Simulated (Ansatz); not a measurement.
A nudged elastic band was laid between two geometries of H$_{4}$OSi (6 atoms, charge 0, multiplicity 1).

These are results of RKS PBE0/cc-pVDZ in Ansatz 0.2.0, not measurements.

```
movable images  : 5
climbing image  : yes
spring          : 5.0 eV/Å²
optimiser       : quadratic models (default)
start path      : through a guess of the saddle point
force threshold : 0.05 eV/Å
iteration limit : 60
end points      : relaxed
```

First end point:

```xyz
6
Properties=species:S:1:pos:R:3
Si 0.299 -0.021 0.075
O 0.608 -0.114 1.732
H -0.178 -0.171 2.287
H 1.641 0.055 -0.572
H -0.507 1.196 -0.278
H -0.442 -1.226 -0.426
```

Last end point:

```xyz
6
Properties=species:S:1:pos:R:3
Si 0.039 0.196 -0.741
O 0.954 0.160 1.146
H 0.399 -0.327 1.773
H 1.782 -0.336 1.084
H -1.028 1.112 -0.122
H -0.725 -1.087 -0.322
```

**Question.** What changes between the two ends?

**Answer.** Bonds broken: Si1–H4. Bonds formed: O2–H4.

**Question.** Give the energies along the band, and the barrier.

**Answer.** It converged. The highest image is number 4 of 0 to 6, 299.6 kJ/mol above the first end and 96.4 kJ/mol above the last; the last end lies 203.3 kJ/mol above the first. Beside the main top the profile has a ripple of under 15 meV (maxima at images 1, 4), which may be a very shallow well or noise. Neighbouring images differ by up to 2.0 eV, so the band resolves the path poorly. A vibrational analysis at the climbing image gives one clearly imaginary mode, 1464i cm⁻¹: a first-order saddle point. The orbitals stay closed-shell, which can raise the energy where a bond breaks towards radicals; this wasn't checked here.

```tsv
image	path coordinate (Å)	energy (kJ/mol)	Si1–H4 (Å)	O2–H4 (Å)
0	0.00	0.0	1.49	2.53
1	0.64	2.5	1.50	2.61
2	1.27	1.3	1.50	2.58
3	1.91	108.1	1.48	2.00
4	2.54	299.6	1.61	1.31
5	3.24	211.3	2.31	0.97
6	3.94	203.3	2.58	0.97
```

**Question.** What is the geometry of the highest image?

**Answer.** 
```xyz
6
Properties=species:S:1:pos:R:3
Si 0.162 0.040 -0.337
O 0.682 0.204 1.527
H 0.585 -0.661 1.958
H 1.513 0.005 0.535
H -0.712 1.250 -0.540
H -0.809 -1.118 -0.325
```

Time of the run: 37 s on 1 thread of AMD EPYC 9R45 96-Core Processor (Zen 5), with other jobs on the host, peak memory 0.12 GiB.
